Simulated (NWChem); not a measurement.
# CH2 cation, doublet

```xyz
3

C      0.0000     0.0000    -0.0914
H      1.0358     0.0000     0.2742
H     -1.0358     0.0000     0.2742
```
Atoms are numbered in this order, from 1.

Computed with NWChem. Spin-unrestricted. Structure relaxed at the PBE0-D3(BJ)/def2-TZVP, spin-unrestricted level. No stability test was run on the SCF state. Vertical excitations in the gas phase; the lowest state need not have the same character in each row. Excited states of an open shell can be spin-contaminated.

For level PBE/def2-SVP, TDA:

```
Quantity                                                     Value
-----------------------------------------------------------  -----
lowest empty minus highest occupied level, either spin (eV)   1.37
```

### Question
How do the values read with level B3LYP/def2-SVP, TDA instead?

### Answer
The lowest empty minus highest occupied level, either spin (eV) is 4.08.
